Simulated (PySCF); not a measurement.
# NH3: magnetic properties, part 1 of 2

Wanted: magnetic properties for NH3 (`N`).

Computed with PySCF 2.14.0 and routines of our own; the level stands in each step. Atoms count from 0.

## 1. The system as given

4 atoms, charge 0, multiplicity 1; geometry from: GFN2-xTB.

## 2. Geometry optimisation at PBE0-D3(BJ)/def2-SVP

The job: settings as JSON, then the geometry in Å.

```
{"job": {"xc": "PBE0", "basis": "def2-SVP", "d3": "d3bj", "grid": 1, "kind": "geom"}, "charge": 0, "multiplicity": 1}
N      0.005567     0.002694     0.269341
H      0.924501    -0.196064    -0.106804
H     -0.630350    -0.700539    -0.086466
H     -0.289484     0.898682    -0.098925
```

On the command line:

```sh
$ OMP_NUM_THREADS=1 python excited_run.py task.json out
```

The driver reads the jobs from task.json and runs them one after another.

The program printed:

```text
step   0  E = -56.44103620  max force = 0.010064
step   1  E = -56.44132640  max force = 0.001470
step   2  E = -56.44135217  max force = 0.001174
step   3  E = -56.44135583  max force = 0.000241
optimisation converged
```

It took 1 s on 1 thread of Arm Neoverse V1, shared host; peak memory 0.24 GiB.

Relaxation path:

```csv
step,energy from step 0 (eV),largest force component (eV/Å)
0,0.0000,0.5175
1,-0.0079,0.0756
2,-0.0086,0.0604
3,-0.0087,0.0124
```

Distances of close pairs at the start and the end, largest changes first:

```csv
bond,before (Å),after (Å),change (Å)
N0–H1,1.013,1.020,+0.007
N0–H3,1.013,1.020,+0.007
N0–H2,1.013,1.020,+0.007
```

The next job starts from the end point, and lists it.

```csv
at the end point,value
point group (found at 0.08 Å tolerance),C3v
"rotational constants (GHz, main isotopes)","292.0, 291.9, 190.8"
dipole moment (D),1.79
```

## 3. Magnetic properties: GIAO B3LYP/def2-TZVPD

The job: settings as JSON, then the geometry in Å.

```
{"job": {"kind": "mag", "xc": "B3LYP", "basis": "def2-TZVPD"}, "charge": 0, "multiplicity": 1}
N      0.050971     0.039292     0.290386
H      0.961825    -0.154981    -0.124508
H     -0.578450    -0.659601    -0.103251
H     -0.245437     0.926734    -0.114749
```

With the program's defaults for keys left out, this is: GIAO B3LYP/def2-TZVPD magnetisability, rotational g tensor and spin-rotation constants, non-relativistic, gas phase.

The program printed:

```text
coarse grid: 2928 points
cycle   1  E = -56.5553419313  dE = -8.862e-02  |g| = 4.053e-01  |ddm| = 1.101e+00
cycle   2  E = -56.5057337116  dE =  4.961e-02  |g| = 6.302e-01  |ddm| = 5.293e-01
cycle   3  E = -56.5920143183  dE = -8.628e-02  |g| = 1.688e-02  |ddm| = 3.145e-01
cycle   4  E = -56.5920738176  dE = -5.950e-05  |g| = 3.972e-03  |ddm| = 1.138e-02
cycle   5  E = -56.5920769077  dE = -3.090e-06  |g| = 3.912e-04  |ddm| = 2.646e-03
final grid: 27112 points
cycle   6  E = -56.5876313916  dE = -1.085e-05  |g| = 4.369e-03  |ddm| = 1.503e-02
cycle   7  E = -56.5876266064  dE =  4.785e-06  |g| = 6.553e-03  |ddm| = 4.776e-03
cycle   8  E = -56.5876351771  dE = -8.571e-06  |g| = 1.612e-04  |ddm| = 3.049e-03
cycle   9  E = -56.5876351826  dE = -5.448e-09  |g| = 3.051e-05  |ddm| = 9.944e-05
cycle  10  E = -56.5876351828  dE = -2.269e-10  |g| = 2.304e-06  |ddm| = 2.496e-05
converged SCF energy = -56.5876351828

Magnetisability tensor (1e-30 J/T^2)
     -297.22       -0.00        0.21
       -0.00     -297.23        0.08
        0.21        0.08     -279.90
isotropic -291.45   principal values    -297.23   -297.23   -279.90
isotropic susceptibility -17.552 1e-6 cm^3/mol

Inertial axes            a          b          c
rot. const./GHz    291.9503   291.9304   190.8436
chi total           -17.899    -17.899    -16.856
chi diamagnetic     -20.961    -20.961    -22.540
chi paramagnetic      3.061      3.061      5.684
quadrupole/D A        1.377      1.377     -2.754
g nuclear            0.9788     0.9787     0.9995
g electronic        -0.4199    -0.4199    -0.5096
g total              0.5589     0.5588     0.4898

Spin-rotation constants (kHz, H = +C I.J)
atom  isotope        aa         bb         cc
  0    14N        7.322      7.321      7.681
  1     1H      -19.642    -19.641    -20.504
  2     1H      -19.641    -19.640    -20.504
  3     1H      -19.642    -19.640    -20.504
```

It took 1.2 s on 1 thread of Arm Neoverse V1, shared host; peak memory 0.29 GiB.

From this job:

```csv
quantity,value
magnetisability,-291·10⁻³⁰ J/T²
molar susceptibility,-17.6·10⁻⁶ cm³/mol
"rotational g (a, b, c)","0.5589, 0.5588, 0.4898"
```

Orbitals, density, ELF and potential are computed afterwards from the orbital file.

Frontier orbitals at B3LYP/def2-TZVPD, with the share of their density that lies nearest to each atom:

```csv
orbital,energy (eV),lies on
HOMO,-7.57,"N0 72 %; H1, H2, H3 about 9 % each"
LUMO,-0.02,"H1, H2, H3 about 30 % each; N0 11 %"
```

ELF in a plane through or near 3 of the atoms.

Values, 10 rows by 14 columns:
```
0.00 0.00 0.00 0.00 0.00 0.00 0.00 0.00 0.00 0.00 0.00 0.00 0.00 0.00
0.00 0.00 0.00 0.00 0.00 0.00 0.00 0.00 0.00 0.00 0.00 0.00 0.00 0.00
0.00 0.00 0.00 0.00 0.01 0.04 0.02 0.01 0.00 0.00 0.00 0.00 0.00 0.00
0.00 0.00 0.00 0.08 0.72 0.85 0.57 0.16 0.34 0.56 0.26 0.02 0.00 0.00
0.00 0.00 0.01 0.29 0.93 1.00 0.94 0.67 0.98 0.99 0.84 0.26 0.00 0.00
0.00 0.00 0.00 0.04 0.32 0.57 0.69 0.59 0.83 0.87 0.59 0.11 0.00 0.00
0.00 0.00 0.00 0.00 0.06 0.51 0.99 0.99 0.53 0.11 0.02 0.00 0.00 0.00
0.00 0.00 0.00 0.00 0.04 0.49 0.90 0.90 0.47 0.04 0.00 0.00 0.00 0.00
0.00 0.00 0.00 0.00 0.00 0.01 0.07 0.09 0.01 0.00 0.00 0.00 0.00 0.00
0.00 0.00 0.00 0.00 0.00 0.00 0.00 0.00 0.00 0.00 0.00 0.00 0.00 0.00
```
The map spans 6.9 Å across and 7.1 Å up, centred on the molecule. Atoms in the plane (x, y in Å): H1 (0.9, 0.4), H2 (-0.1, -0.9), H3 (-0.7, 0.6).

On the surface of density 0.002 e/bohr³ the electrostatic potential runs, from the 1st to the 99th percentile, from -1.86 V near N0 to 1.44 V near H1.

## 4. Magnetic properties: GIAO B3LYP/pcSseg-0

The job: settings as JSON, then the geometry in Å.

```
{"job": {"kind": "mag", "xc": "B3LYP", "basis": "pcSseg-0"}, "charge": 0, "multiplicity": 1}
N      0.050971     0.039292     0.290386
H      0.961825    -0.154981    -0.124508
H     -0.578450    -0.659601    -0.103251
H     -0.245437     0.926734    -0.114749
```

With the program's defaults for keys left out, this is: GIAO B3LYP/pcSseg-0 magnetisability, rotational g tensor and spin-rotation constants, non-relativistic, gas phase.

The program printed:

```text
coarse grid: 2928 points
cycle   1  E = -56.3838453366  dE = -8.244e-02  |g| = 3.359e-01  |ddm| = 1.444e+00
cycle   2  E = -56.3703008209  dE =  1.354e-02  |g| = 4.338e-01  |ddm| = 6.841e-01
cycle   3  E = -56.4094927927  dE = -3.919e-02  |g| = 6.105e-03  |ddm| = 4.056e-01
cycle   4  E = -56.4095033865  dE = -1.059e-05  |g| = 6.648e-04  |ddm| = 8.879e-03
cycle   5  E = -56.4095035337  dE = -1.472e-07  |g| = 3.682e-05  |ddm| = 1.727e-03
final grid: 27112 points
cycle   6  E = -56.4055863777  dE = -9.221e-07  |g| = 2.798e-03  |ddm| = 4.441e-03
cycle   7  E = -56.4055852070  dE =  1.171e-06  |g| = 3.726e-03  |ddm| = 5.596e-03
cycle   8  E = -56.4055879692  dE = -2.762e-06  |g| = 1.948e-05  |ddm| = 3.005e-03
cycle   9  E = -56.4055879694  dE = -2.234e-10  |g| = 1.661e-06  |ddm| = 6.728e-05
converged SCF energy = -56.4055879694

Magnetisability tensor (1e-30 J/T^2)
     -276.78       -0.00        0.17
       -0.00     -276.78        0.07
        0.17        0.07     -262.73
isotropic -272.10   principal values    -276.78   -276.78   -262.73
isotropic susceptibility -16.386 1e-6 cm^3/mol

Inertial axes            a          b          c
rot. const./GHz    291.9503   291.9304   190.8436
chi total           -16.668    -16.668    -15.822
chi diamagnetic     -20.150    -20.150    -22.231
chi paramagnetic      3.482      3.482      6.409
quadrupole/D A        1.093      1.093     -2.186
g nuclear            0.9788     0.9787     0.9995
g electronic        -0.4776    -0.4775    -0.5746
g total              0.5012     0.5012     0.4249

Spin-rotation constants (kHz, H = +C I.J)
atom  isotope        aa         bb         cc
  0    14N        6.044      6.044      8.171
  1     1H      -22.387    -22.386    -22.621
  2     1H      -22.387    -22.385    -22.621
  3     1H      -22.387    -22.386    -22.621
```

It took 0.3 s on 1 thread of Arm Neoverse V1, shared host; peak memory 0.29 GiB.

From this job:

```csv
quantity,value
magnetisability,-272·10⁻³⁰ J/T²
molar susceptibility,-16.4·10⁻⁶ cm³/mol
"rotational g (a, b, c)","0.5012, 0.5012, 0.4249"
```

## 5. Magnetic properties: GIAO B3LYP/IGLO-III

The job: settings as JSON, then the geometry in Å.

```
{"job": {"kind": "mag", "xc": "B3LYP", "basis": "IGLO-III"}, "charge": 0, "multiplicity": 1}
N      0.050971     0.039292     0.290386
H      0.961825    -0.154981    -0.124508
H     -0.578450    -0.659601    -0.103251
H     -0.245437     0.926734    -0.114749
```

Level: GIAO B3LYP/IGLO-III magnetisability, rotational g tensor and spin-rotation constants, non-relativistic, gas phase.

The program printed:

```text
coarse grid: 2928 points
cycle   1  E = -56.5560433093  dE = -9.032e-02  |g| = 4.080e-01  |ddm| = 8.908e-01
cycle   2  E = -56.5089716696  dE =  4.707e-02  |g| = 6.260e-01  |ddm| = 4.919e-01
cycle   3  E = -56.5927903226  dE = -8.382e-02  |g| = 1.828e-02  |ddm| = 2.914e-01
cycle   4  E = -56.5928520709  dE = -6.175e-05  |g| = 4.222e-03  |ddm| = 1.467e-02
cycle   5  E = -56.5928552016  dE = -3.131e-06  |g| = 3.126e-04  |ddm| = 3.014e-03
final grid: 27112 points
cycle   6  E = -56.5911551217  dE = -1.018e-05  |g| = 4.247e-03  |ddm| = 1.218e-02
cycle   7  E = -56.5911507336  dE =  4.388e-06  |g| = 6.321e-03  |ddm| = 3.991e-03
cycle   8  E = -56.5911585824  dE = -7.849e-06  |g| = 1.269e-04  |ddm| = 2.447e-03
cycle   9  E = -56.5911585855  dE = -3.009e-09  |g| = 2.329e-05  |ddm| = 8.099e-05
cycle  10  E = -56.5911585856  dE = -1.215e-10  |g| = 3.269e-06  |ddm| = 2.890e-05
converged SCF energy = -56.5911585856

Magnetisability tensor (1e-30 J/T^2)
     -296.39       -0.00        0.22
       -0.00     -296.39        0.08
        0.22        0.08     -278.88
isotropic -290.55   principal values    -296.39   -296.39   -278.88
isotropic susceptibility -17.497 1e-6 cm^3/mol

Inertial axes            a          b          c
rot. const./GHz    291.9503   291.9304   190.8436
chi total           -17.849    -17.849    -16.794
chi diamagnetic     -20.936    -20.936    -22.470
chi paramagnetic      3.087      3.087      5.676
quadrupole/D A        1.402      1.402     -2.805
g nuclear            0.9788     0.9787     0.9995
g electronic        -0.4234    -0.4234    -0.5089
g total              0.5554     0.5553     0.4906

Spin-rotation constants (kHz, H = +C I.J)
atom  isotope        aa         bb         cc
  0    14N        7.356      7.356      7.925
  1     1H      -19.301    -19.299    -20.103
  2     1H      -19.300    -19.299    -20.103
  3     1H      -19.300    -19.299    -20.102
```

Wall time 0.78 s (1 thread of Arm Neoverse V1, shared host); peak memory 0.3 GiB.

From this job:

```csv
quantity,value
magnetisability,-291·10⁻³⁰ J/T²
molar susceptibility,-17.5·10⁻⁶ cm³/mol
"rotational g (a, b, c)","0.5554, 0.5553, 0.4906"
```

## 6. Magnetic properties: GIAO B3LYP/ANO-RCC-VDZP

The job: settings as JSON, then the geometry in Å.

```
{"job": {"kind": "mag", "xc": "B3LYP", "basis": "ANO-RCC-VDZP"}, "charge": 0, "multiplicity": 1}
N      0.050971     0.039292     0.290386
H      0.961825    -0.154981    -0.124508
H     -0.578450    -0.659601    -0.103251
H     -0.245437     0.926734    -0.114749
```

Level: GIAO B3LYP/ANO-RCC-VDZP magnetisability, rotational g tensor and spin-rotation constants, non-relativistic, gas phase.

The program printed:

```text
coarse grid: 2928 points
cycle   1  E = -56.5460001347  dE = -8.117e-02  |g| = 4.030e-01  |ddm| = 2.392e+00
cycle   2  E = -56.5131817479  dE =  3.282e-02  |g| = 5.565e-01  |ddm| = 7.459e-01
cycle   3  E = -56.5820352292  dE = -6.885e-02  |g| = 1.780e-02  |ddm| = 4.161e-01
cycle   4  E = -56.5821084289  dE = -7.320e-05  |g| = 2.125e-03  |ddm| = 1.344e-02
cycle   5  E = -56.5821093760  dE = -9.472e-07  |g| = 2.820e-04  |ddm| = 2.185e-03
final grid: 27112 points
cycle   6  E = -56.5796362423  dE = -6.482e-06  |g| = 3.955e-03  |ddm| = 1.374e-02
cycle   7  E = -56.5796328523  dE =  3.390e-06  |g| = 5.652e-03  |ddm| = 6.099e-03
cycle   8  E = -56.5796396743  dE = -6.822e-06  |g| = 8.762e-05  |ddm| = 3.749e-03
cycle   9  E = -56.5796396759  dE = -1.673e-09  |g| = 2.081e-05  |ddm| = 6.485e-05
cycle  10  E = -56.5796396761  dE = -1.114e-10  |g| = 1.047e-06  |ddm| = 2.799e-05
converged SCF energy = -56.5796396761

Magnetisability tensor (1e-30 J/T^2)
     -277.56       -0.00        0.06
       -0.00     -277.57        0.02
        0.06        0.02     -272.55
isotropic -275.89   principal values    -277.57   -277.56   -272.55
isotropic susceptibility -16.615 1e-6 cm^3/mol

Inertial axes            a          b          c
rot. const./GHz    291.9503   291.9304   190.8436
chi total           -16.715    -16.715    -16.413
chi diamagnetic     -20.356    -20.356    -22.224
chi paramagnetic      3.641      3.641      5.810
quadrupole/D A        1.214      1.214     -2.427
g nuclear            0.9788     0.9787     0.9995
g electronic        -0.4994    -0.4993    -0.5210
g total              0.4794     0.4794     0.4785

Spin-rotation constants (kHz, H = +C I.J)
atom  isotope        aa         bb         cc
  0    14N        5.087      5.087      7.593
  1     1H      -20.066    -20.064    -19.882
  2     1H      -20.065    -20.064    -19.882
  3     1H      -20.065    -20.064    -19.882
```

It took 0.68 s on 1 thread of Arm Neoverse V1, shared host; peak memory 0.3 GiB.

In short:

```csv
quantity,value
magnetisability,-276·10⁻³⁰ J/T²
molar susceptibility,-16.6·10⁻⁶ cm³/mol
"rotational g (a, b, c)","0.4794, 0.4794, 0.4785"
```

## 7. Magnetic properties: GIAO B3LYP/def2-TZVP

The job: settings as JSON, then the geometry in Å.

```
{"job": {"kind": "mag", "xc": "B3LYP", "basis": "def2-TZVP"}, "charge": 0, "multiplicity": 1}
N      0.050971     0.039292     0.290386
H      0.961825    -0.154981    -0.124508
H     -0.578450    -0.659601    -0.103251
H     -0.245437     0.926734    -0.114749
```

Level: GIAO B3LYP/def2-TZVP magnetisability, rotational g tensor and spin-rotation constants, non-relativistic, gas phase.

The program printed:

```text
coarse grid: 2928 points
cycle   1  E = -56.5530549850  dE = -8.702e-02  |g| = 4.089e-01  |ddm| = 1.096e+00
cycle   2  E = -56.5124719770  dE =  4.058e-02  |g| = 6.034e-01  |ddm| = 5.742e-01
cycle   3  E = -56.5898454485  dE = -7.737e-02  |g| = 1.840e-02  |ddm| = 3.445e-01
cycle   4  E = -56.5899148165  dE = -6.937e-05  |g| = 3.621e-03  |ddm| = 1.428e-02
cycle   5  E = -56.5899173099  dE = -2.493e-06  |g| = 2.965e-04  |ddm| = 2.490e-03
final grid: 27112 points
cycle   6  E = -56.5854747824  dE = -1.050e-05  |g| = 4.460e-03  |ddm| = 8.754e-03
cycle   7  E = -56.5854703356  dE =  4.447e-06  |g| = 6.506e-03  |ddm| = 5.612e-03
cycle   8  E = -56.5854787022  dE = -8.367e-06  |g| = 1.415e-04  |ddm| = 3.299e-03
cycle   9  E = -56.5854787062  dE = -4.027e-09  |g| = 2.695e-05  |ddm| = 9.272e-05
cycle  10  E = -56.5854787064  dE = -1.729e-10  |g| = 2.046e-06  |ddm| = 2.957e-05
converged SCF energy = -56.5854787064

Magnetisability tensor (1e-30 J/T^2)
     -292.27       -0.00        0.21
       -0.00     -292.27        0.08
        0.21        0.08     -275.24
isotropic -286.59   principal values    -292.28   -292.27   -275.23
isotropic susceptibility -17.259 1e-6 cm^3/mol

Inertial axes            a          b          c
rot. const./GHz    291.9503   291.9304   190.8436
chi total           -17.601    -17.601    -16.575
chi diamagnetic     -20.738    -20.738    -22.364
chi paramagnetic      3.137      3.137      5.789
quadrupole/D A        1.350      1.350     -2.701
g nuclear            0.9788     0.9787     0.9995
g electronic        -0.4303    -0.4303    -0.5191
g total              0.5485     0.5485     0.4804

Spin-rotation constants (kHz, H = +C I.J)
atom  isotope        aa         bb         cc
  0    14N        6.485      6.484      7.606
  1     1H      -19.796    -19.794    -20.419
  2     1H      -19.795    -19.793    -20.419
  3     1H      -19.795    -19.794    -20.419
```

Run time: 0.63 s. Hardware: 1 thread of Arm Neoverse V1, shared host; peak memory 0.3 GiB.

From this job:

```csv
quantity,value
magnetisability,-287·10⁻³⁰ J/T²
molar susceptibility,-17.3·10⁻⁶ cm³/mol
"rotational g (a, b, c)","0.5485, 0.5485, 0.4804"
```

## 8. Magnetic properties: GIAO B3LYP/aug-cc-pVDZ

The job: settings as JSON, then the geometry in Å.

```
{"job": {"kind": "mag", "xc": "B3LYP", "basis": "aug-cc-pVDZ"}, "charge": 0, "multiplicity": 1}
N      0.050971     0.039292     0.290386
H      0.961825    -0.154981    -0.124508
H     -0.578450    -0.659601    -0.103251
H     -0.245437     0.926734    -0.114749
```

Level: GIAO B3LYP/aug-cc-pVDZ magnetisability, rotational g tensor and spin-rotation constants, non-relativistic, gas phase.

The program printed:

```text
coarse grid: 2928 points
cycle   1  E = -56.5337596962  dE = -8.281e-02  |g| = 3.866e-01  |ddm| = 3.294e+00
cycle   2  E = -56.4874005747  dE =  4.636e-02  |g| = 5.948e-01  |ddm| = 1.150e+00
cycle   3  E = -56.5683450868  dE = -8.094e-02  |g| = 1.717e-02  |ddm| = 7.160e-01
cycle   4  E = -56.5684156728  dE = -7.059e-05  |g| = 2.781e-03  |ddm| = 2.730e-02
cycle   5  E = -56.5684173622  dE = -1.689e-06  |g| = 4.257e-04  |ddm| = 3.444e-03
final grid: 27112 points
cycle   6  E = -56.5707149015  dE = -4.579e-06  |g| = 3.838e-03  |ddm| = 1.955e-02
cycle   7  E = -56.5707108268  dE =  4.075e-06  |g| = 5.817e-03  |ddm| = 1.205e-02
cycle   8  E = -56.5707181087  dE = -7.282e-06  |g| = 7.156e-05  |ddm| = 7.249e-03
cycle   9  E = -56.5707181099  dE = -1.233e-09  |g| = 1.902e-05  |ddm| = 9.183e-05
cycle  10  E = -56.5707181100  dE = -9.744e-11  |g| = 1.736e-06  |ddm| = 2.577e-05
converged SCF energy = -56.5707181100

Magnetisability tensor (1e-30 J/T^2)
     -298.44       -0.00        0.20
       -0.00     -298.44        0.08
        0.20        0.08     -282.17
isotropic -293.01   principal values    -298.44   -298.44   -282.16
isotropic susceptibility -17.646 1e-6 cm^3/mol

Inertial axes            a          b          c
rot. const./GHz    291.9503   291.9304   190.8436
chi total           -17.972    -17.972    -16.992
chi diamagnetic     -21.108    -21.108    -22.627
chi paramagnetic      3.135      3.135      5.635
quadrupole/D A        1.410      1.410     -2.821
g nuclear            0.9788     0.9787     0.9995
g electronic        -0.4300    -0.4300    -0.5052
g total              0.5488     0.5487     0.4942

Spin-rotation constants (kHz, H = +C I.J)
atom  isotope        aa         bb         cc
  0    14N        6.366      6.365      6.624
  1     1H      -19.561    -19.560    -20.370
  2     1H      -19.561    -19.559    -20.370
  3     1H      -19.561    -19.560    -20.370
```

It took 0.61 s on 1 thread of Arm Neoverse V1, shared host; peak memory 0.3 GiB.

Key values:

```csv
quantity,value
magnetisability,-293·10⁻³⁰ J/T²
molar susceptibility,-17.6·10⁻⁶ cm³/mol
"rotational g (a, b, c)","0.5488, 0.5487, 0.4942"
```

## 9. Magnetic properties: GIAO B3LYP/cc-pVTZ

The job: settings as JSON, then the geometry in Å.

```
{"job": {"kind": "mag", "xc": "B3LYP", "basis": "cc-pVTZ"}, "charge": 0, "multiplicity": 1}
N      0.050971     0.039292     0.290386
H      0.961825    -0.154981    -0.124508
H     -0.578450    -0.659601    -0.103251
H     -0.245437     0.926734    -0.114749
```

With the program's defaults for keys left out, this is: GIAO B3LYP/cc-pVTZ magnetisability, rotational g tensor and spin-rotation constants, non-relativistic, gas phase.

The program printed:

```text
coarse grid: 2928 points
cycle   1  E = -56.5495053141  dE = -8.732e-02  |g| = 4.115e-01  |ddm| = 3.656e+00
cycle   2  E = -56.5124287338  dE =  3.708e-02  |g| = 5.947e-01  |ddm| = 1.267e+00
cycle   3  E = -56.5865111214  dE = -7.408e-02  |g| = 1.730e-02  |ddm| = 7.739e-01
cycle   4  E = -56.5865700910  dE = -5.897e-05  |g| = 3.731e-03  |ddm| = 2.698e-02
cycle   5  E = -56.5865727248  dE = -2.634e-06  |g| = 2.598e-04  |ddm| = 4.561e-03
final grid: 27112 points
cycle   6  E = -56.5846384618  dE = -1.352e-05  |g| = 4.457e-03  |ddm| = 1.969e-02
cycle   7  E = -56.5846344273  dE =  4.034e-06  |g| = 6.368e-03  |ddm| = 1.419e-02
cycle   8  E = -56.5846423098  dE = -7.882e-06  |g| = 1.361e-04  |ddm| = 8.346e-03
cycle   9  E = -56.5846423134  dE = -3.631e-09  |g| = 2.923e-05  |ddm| = 1.839e-04
cycle  10  E = -56.5846423136  dE = -1.962e-10  |g| = 1.849e-06  |ddm| = 4.284e-05
converged SCF energy = -56.5846423136

Magnetisability tensor (1e-30 J/T^2)
     -287.60       -0.00        0.16
       -0.00     -287.61        0.06
        0.16        0.06     -274.50
isotropic -283.24   principal values    -287.61   -287.60   -274.50
isotropic susceptibility -17.057 1e-6 cm^3/mol

Inertial axes            a          b          c
rot. const./GHz    291.9503   291.9304   190.8436
chi total           -17.320    -17.320    -16.531
chi diamagnetic     -20.480    -20.480    -22.274
chi paramagnetic      3.160      3.160      5.743
quadrupole/D A        1.255      1.255     -2.510
g nuclear            0.9788     0.9787     0.9995
g electronic        -0.4334    -0.4334    -0.5149
g total              0.5454     0.5453     0.4845

Spin-rotation constants (kHz, H = +C I.J)
atom  isotope        aa         bb         cc
  0    14N        6.188      6.188      7.697
  1     1H      -19.252    -19.251    -19.784
  2     1H      -19.251    -19.250    -19.785
  3     1H      -19.252    -19.250    -19.784
```

Run time: 0.86 s. Hardware: 1 thread of Arm Neoverse V1, shared host; peak memory 0.31 GiB.

Key values:

```csv
quantity,value
magnetisability,-283·10⁻³⁰ J/T²
molar susceptibility,-17.1·10⁻⁶ cm³/mol
"rotational g (a, b, c)","0.5454, 0.5453, 0.4845"
```

(Continued in part 2 of 2.)
